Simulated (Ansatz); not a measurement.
## Ansatz (development build ahead of 0.2.0) run

```yaml
crystal:
  periodic: [false, false, false]
  atoms:
    - { symbol: C, position_ang: [0.04083, -0.02604, -0.86667] }
    - { symbol: C, position_ang: [0.0814, -0.00865, 0.74011] }
    - { symbol: H, position_ang: [-0.04471, -0.99051, -1.21576] }
    - { symbol: H, position_ang: [-0.95561, 0.54728, -1.12181] }
    - { symbol: H, position_ang: [0.92193, 0.61494, -1.1935] }
    - { symbol: H, position_ang: [-0.02513, 1.02932, 1.14285] }
    - { symbol: H, position_ang: [-0.9597, -0.48127, 1.24601] }
    - { symbol: H, position_ang: [0.91537, -0.50316, 1.19568] }
basis:
  gaussian: { orbitals: def2-SVP }
hamiltonian:
  xc: hf
correlation:
  method: mp2
  frozen_orbitals: { C: 1, H: 0 }
```

The input is written out in the form of the current development build from the run's settings.

Results

```json
{
  "Converged": "yes",
  "Reference energy": "-79.14306 hartree",
  "Correlation energy": "-0.30507 hartree",
  "Total energy": "-79.44814 hartree",
  "Spin squared of the determinant": "0.000"
}
```

Caution: bonds are stretched, where a single reference can fail; stretched shape with no unrestricted run beside it, a lower state can exist.
